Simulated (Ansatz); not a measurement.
Hydrogen. Total charge 0; spin multiplicity 1.

```xyz
2

H    -0.221    0.298   -0.039
H     0.221   -0.298    0.039
```

What are the harmonic wavenumbers in cm⁻¹ at PBE0-D4/def2-TZVP (Ansatz, finite differences of forces, unscaled)? (Best estimate.)

The calculation gave: 4415.

Is this a minimum?

Yes, all 1 modes are real.

Give the ideal-gas thermochemistry at 298.15 K and 1 bar (rigid rotor, harmonic oscillator; point group D∞h, symmetry number 2).

Zero-point energy 26.4 kJ/mol; H(298) − E = 35.1 kJ/mol; entropy 130.4 J/(mol·K), of which translation 117.6, rotation 12.8, vibration 0.0; G(298) − E = -3.8 kJ/mol.

And at 400, 500, 600, 800 and 1000 K?


```
T (K)  H − E (kJ/mol)  S (J/mol/K)  G − E (kJ/mol)
  400            38.0        139.0           -17.6
  500            41.0        145.5           -31.8
  600            43.9        150.8           -46.6
  800            49.7        159.2           -77.6
 1000            55.6        165.8          -110.2
```
